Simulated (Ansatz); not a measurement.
Ansatz (a first-principles code) input (B3LYP-D3(BJ)/def2-TZVP):

Ansatz 0.2 input:
```yaml
crystal:
  periodic: [false, false, false]
  atoms:
    - {symbol: Be, position_ang: [-0.00000000, -0.00000000, -0.26442914]}
    - {symbol: H, position_ang: [0.00000000, 0.00000000, 1.05771654]}
basis:
  gaussian:
    orbitals: def2-TZVP
hamiltonian:
  xc: b3lyp
  dispersion: d3bj
total_charge: 1
phonons: {temperatures: {t_min: 298.15, t_max: 298.15, t_step: 100}}
```

Output:

```
Functional definition: B3LYP
integrals: 0.00 GiB planned
185 factors; their error is unknown
mean field: 0.05 GiB planned
mean field evaluation 1: about -405.8303 eV, gradient 1.6e1 eV
mean field evaluation 2: about -406.4556 eV, gradient 8.6e0 eV
mean field evaluation 4: about -406.8902 eV, gradient 8.8e-2 eV
mean field evaluation 8: about -406.8881 eV, gradient 6.5e-4 eV
mean field -406.88811011 eV, -14.9528622479 hartree, gradient 4.9e-5 eV, S^2 0.000000; 0 other end points of the search recorded, 0 dependent functions left out
the calculation of the forces begins
reference -406.88827515 eV, -14.9528683130 hartree; 2, 2 occupied and 23, 23 virtual orbitals, 185 factors
these checks for a lower state are left out or cut short: stability, starts, cluster_reference, orbital_swaps, neighbouring_geometries, increment
integrals: 0.00 GiB planned
185 factors; their error is unknown
mean field: 0.05 GiB planned
mean field evaluation 16: about -406.8881 eV, gradient 2.8e-6 eV
mean field -406.88811011 eV, -14.9528622479 hartree, gradient 2.0e-6 eV, S^2 0.000000; 0 other end points of the search recorded, 0 dependent functions left out
the calculation of the forces begins
reference -406.88827515 eV, -14.9528683129 hartree; 2, 2 occupied and 23, 23 virtual orbitals, 185 factors
these checks for a lower state are left out or cut short: stability, starts, cluster_reference, orbital_swaps, neighbouring_geometries, increment
integrals: 0.00 GiB planned
185 factors; their error is unknown
mean field: 0.05 GiB planned
mean field -406.88811011 eV, -14.9528622479 hartree, gradient 2.0e-6 eV, S^2 0.000000; 0 other end points of the search recorded, 0 dependent functions left out
the calculation of the forces begins
reference -406.88827515 eV, -14.9528683129 hartree; 2, 2 occupied and 23, 23 virtual orbitals, 185 factors
these checks for a lower state are left out or cut short: stability, starts, cluster_reference, orbital_swaps, neighbouring_geometries, increment
integrals: 0.00 GiB planned
185 factors; their error is unknown
mean field: 0.05 GiB planned
mean field evaluation 32: about -406.8881 eV, gradient 2.0e-6 eV
mean field -406.88811011 eV, -14.9528622479 hartree, gradient 2.0e-6 eV, S^2 0.000000; 0 other end points of the search recorded, 0 dependent functions left out
the calculation of the forces begins
reference -406.88827515 eV, -14.9528683129 hartree; 2, 2 occupied and 23, 23 virtual orbitals, 185 factors
these checks for a lower state are left out or cut short: stability, starts, cluster_reference, orbital_swaps, neighbouring_geometries, increment
integrals: 0.00 GiB planned
185 factors; their error is unknown
mean field: 0.05 GiB planned
mean field -406.88811011 eV, -14.9528622479 hartree, gradient 2.0e-6 eV, S^2 0.000000; 0 other end points of the search recorded, 0 dependent functions left out
the calculation of the forces begins
reference -406.88827515 eV, -14.9528683129 hartree; 2, 2 occupied and 23, 23 virtual orbitals, 185 factors
these checks for a lower state are left out or cut short: stability, starts, cluster_reference, orbital_swaps, neighbouring_geometries, increment
integrals: 0.00 GiB planned
185 factors; their error is unknown
mean field: 0.05 GiB planned
mean field -406.88806162 eV, -14.9528604661 hartree, gradient 1.7e-6 eV, S^2 0.000000; 0 other end points of the search recorded, 0 dependent functions left out
the calculation of the forces begins
reference -406.88822655 eV, -14.9528665270 hartree; 2, 2 occupied and 23, 23 virtual orbitals, 185 factors
these checks for a lower state are left out or cut short: stability, starts, cluster_reference, orbital_swaps, neighbouring_geometries, increment
integrals: 0.00 GiB planned
185 factors; their error is unknown
mean field: 0.05 GiB planned
mean field -406.88805944 eV, -14.9528603859 hartree, gradient 7.6e-7 eV, S^2 0.000000; 0 other end points of the search recorded, 0 dependent functions left out
the calculation of the forces begins
reference -406.88822459 eV, -14.9528664551 hartree; 2, 2 occupied and 23, 23 virtual orbitals, 185 factors
these checks for a lower state are left out or cut short: stability, starts, cluster_reference, orbital_swaps, neighbouring_geometries, increment
integrals: 0.00 GiB planned
185 factors; their error is unknown
mean field: 0.05 GiB planned
mean field -406.88811011 eV, -14.9528622479 hartree, gradient 2.0e-6 eV, S^2 0.000000; 0 other end points of the search recorded, 0 dependent functions left out
the calculation of the forces begins
reference -406.88827515 eV, -14.9528683129 hartree; 2, 2 occupied and 23, 23 virtual orbitals, 185 factors
these checks for a lower state are left out or cut short: stability, starts, cluster_reference, orbital_swaps, neighbouring_geometries, increment
integrals: 0.00 GiB planned
185 factors; their error is unknown
mean field: 0.05 GiB planned
mean field evaluation 64: about -406.8881 eV, gradient 1.1e-4 eV
mean field -406.88811011 eV, -14.9528622479 hartree, gradient 2.0e-6 eV, S^2 0.000000; 0 other end points of the search recorded, 0 dependent functions left out
the calculation of the forces begins
reference -406.88827515 eV, -14.9528683129 hartree; 2, 2 occupied and 23, 23 virtual orbitals, 185 factors
these checks for a lower state are left out or cut short: stability, starts, cluster_reference, orbital_swaps, neighbouring_geometries, increment
integrals: 0.00 GiB planned
185 factors; their error is unknown
mean field: 0.05 GiB planned
mean field -406.88811011 eV, -14.9528622479 hartree, gradient 2.0e-6 eV, S^2 0.000000; 0 other end points of the search recorded, 0 dependent functions left out
the calculation of the forces begins
reference -406.88827515 eV, -14.9528683129 hartree; 2, 2 occupied and 23, 23 virtual orbitals, 185 factors
these checks for a lower state are left out or cut short: stability, starts, cluster_reference, orbital_swaps, neighbouring_geometries, increment
integrals: 0.00 GiB planned
185 factors; their error is unknown
mean field: 0.05 GiB planned
mean field -406.88811011 eV, -14.9528622479 hartree, gradient 2.0e-6 eV, S^2 0.000000; 0 other end points of the search recorded, 0 dependent functions left out
the calculation of the forces begins
reference -406.88827515 eV, -14.9528683129 hartree; 2, 2 occupied and 23, 23 virtual orbitals, 185 factors
these checks for a lower state are left out or cut short: stability, starts, cluster_reference, orbital_swaps, neighbouring_geometries, increment
integrals: 0.00 GiB planned
185 factors; their error is unknown
mean field: 0.05 GiB planned
mean field -406.88805944 eV, -14.9528603859 hartree, gradient 7.6e-7 eV, S^2 0.000000; 0 other end points of the search recorded, 0 dependent functions left out
the calculation of the forces begins
reference -406.88822459 eV, -14.9528664551 hartree; 2, 2 occupied and 23, 23 virtual orbitals, 185 factors
these checks for a lower state are left out or cut short: stability, starts, cluster_reference, orbital_swaps, neighbouring_geometries, increment
integrals: 0.00 GiB planned
185 factors; their error is unknown
mean field: 0.05 GiB planned
mean field -406.88806162 eV, -14.9528604661 hartree, gradient 1.7e-6 eV, S^2 0.000000; 0 other end points of the search recorded, 0 dependent functions left out
the calculation of the forces begins
reference -406.88822655 eV, -14.9528665270 hartree; 2, 2 occupied and 23, 23 virtual orbitals, 185 factors
Total energy: -406.90510659 eV, -14.9534868570 hartree
Atom 0 at    -0.000000    -0.000000    -0.264429 Å, force    -0.000000     0.000000     0.000024 eV/Å
Atom 1 at     0.000000     0.000000     1.057717 Å, force     0.000000    -0.000000    -0.000024 eV/Å
Dipole moment:    -0.000000    -0.000000    -0.728584 e Å
Vibrations: 2181.47 cm⁻¹, zero-point energy 0.135234 eV
```
